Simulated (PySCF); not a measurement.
**BCl: from the state search to spectroscopic constants**

What are the lowest state that PBE0 finds, the bond length, vibrational wavenumber and bond energy of BCl, and how much do these hang on the method?

Program: PySCF 2.14.0. Level of theory: B x2c-SVPall, Cl x2c-SVPall, spin-free X2C with a Gaussian nucleus. These are calculated values, not measurements.

### Step 1. The job

Settings of the job:

```
atoms                         : B, Cl
charge                        : 0
basis                         : B x2c-SVPall, Cl x2c-SVPall
Hamiltonian                   : spin-free X2C with a Gaussian nucleus
basis functions               : 32
electrons treated             : 22
masses in u                   : 11.0093, 34.9689
levels                        : PBE0, PBE, r²SCAN, MN15, BHandHLYP, revPBE, HF, MP2, SCS-MP2, CCSD, CCSD(T)
grid                          : 80 radial by 434 angular points
occupations                   : held fixed by the projection of orbital angular momentum
dissociation limit            : B + Cl, each in its ground configuration
starting distance in angstrom : 1.785
values of 2S to try           : 0, 2
```

Launch:

```bash
$ OMP_NUM_THREADS=1 python dia.py task.json out
```

The runs that follow: PBE0 along the bond; Other states along the same grid; PBE (GGA); r²SCAN (meta-GGA); MN15 (hybrid meta-GGA); BHandHLYP (global hybrid GGA); revPBE (GGA); RHF (mean field); Adding correlation.

What does the calculation give? Wanted: for each run, Re; ωe; De; μ.

As calculated:

Lowest PBE0 solution found, without spin–orbit coupling: ¹Σ⁺ (singlet), closed shell. State 2 has its PBE0 minimum 2.10 eV higher. The other levels ran on the lowest alone.

```csv
level,Re (Å),ωe (cm⁻¹),De (eV),μ (D)
RHF,1.715,886,3.85,1.56
RHF-MP2,1.702,914,5.23,n/a
RHF-SCS-MP2,1.707,904,5.06,n/a
RHF-CCSD,1.714,892,4.96,n/a
RHF-CCSD(T),1.716,888,5.10,n/a
PBE,1.733,825,5.60,1.85
revPBE,1.742,811,5.38,1.76
r²SCAN,1.726,840,5.39,1.80
PBE0,1.719,859,5.38,1.78
MN15,1.708,885,5.72,1.74
BHandHLYP,1.708,881,4.97,1.76
```

De is counted to B + Cl in their ground configurations. A positive dipole means B(−)Cl(+).

Differences from CCSD(T) in the same basis:

```csv
level,Re (mÅ),ωe (%)
RHF,0,-0.3
RHF-MP2,-13,+3.0
RHF-SCS-MP2,-9,+1.8
RHF-CCSD,-1,+0.5
PBE,+17,-7.1
revPBE,+26,-8.6
r²SCAN,+11,-5.4
PBE0,+3,-3.2
MN15,-8,-0.4
BHandHLYP,-7,-0.8
```

In words: Judged by CCSD(T) in the same basis: best bond length RHF (0 mÅ), worst revPBE (+26 mÅ); best wavenumber RHF (-0.3 %), worst revPBE (-8.6 %). PBE gives a bond that is too long and too soft, as GGAs tend to. CCSD(T) in a basis this small is itself some way from its limit, more so than the functionals. Of the levels with a De here, RHF gives the least (3.85 eV) and MN15 the most (5.72 eV).

Correlated steps freeze 6 core orbitals.
